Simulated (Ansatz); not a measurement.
A trace of molecular dynamics of BFH4O (7 atoms, charge 0, multiplicity 1).

All numbers below come from Ansatz 0.2.0, RKS B3LYP/def2-SVP.

```json
{"ensemble": "NVE (velocity Verlet)", "starting velocities drawn for": "300 K", "seed": "2099"}
```

```
time (fs)  T (K)  potential energy less start (eV)  conserved less start (meV/atom)
      0.0    300                             0.000                             0.00
      4.0    168                             0.086                             0.10
      8.0    271                             0.020                             0.11
     12.0    808                            -0.327                             0.13
     16.0   1440                            -0.736                             0.05
     20.0   1420                            -0.723                             0.15
     24.0   1275                            -0.629                             0.17
     28.0   1136                            -0.539                             0.15
     32.0   1172                            -0.563                             0.06
     36.0   1178                            -0.567                             0.03
     40.0   1206                            -0.585                            -0.01
     44.0   1164                            -0.559                            -0.04
     48.0   1059                            -0.490                             0.05
     52.0   1121                            -0.530                             0.07
     56.0   1066                            -0.495                             0.10
     60.0    829                            -0.340                             0.23
     64.0    783                            -0.311                             0.21
     68.0    960                            -0.425                             0.13
     72.0    765                            -0.299                             0.15
     76.0    653                            -0.228                             0.08
     80.0    799                            -0.322                             0.03
     84.0    831                            -0.343                            -0.03
     88.0    740                            -0.285                             0.00
     92.0    740                            -0.284                             0.03
     96.0    736                            -0.281                             0.03
    100.0    746                            -0.287                             0.14
```

Q: Can this run be trusted? Judge the integration.

A: The conserved energy stayed within 0.24 meV per atom of its start (net change 0.14 meV per atom), so the integration is sound. The kinetic energy rose, since the run started high on the potential surface and went downhill. It ends in pieces (BFH2 + H2O), so much of that is their flight and rotation, not heat. A run of 0.1 ps of so small a system gives no equilibrium averages. The orbitals stay closed-shell, which can raise the energy where a bond breaks towards radicals; this wasn't checked here. The time step was 0.5 fs.

The run took 4.4 min on 1 thread of Arm Neoverse V1, on a shared host, peak memory 0.1 GiB.
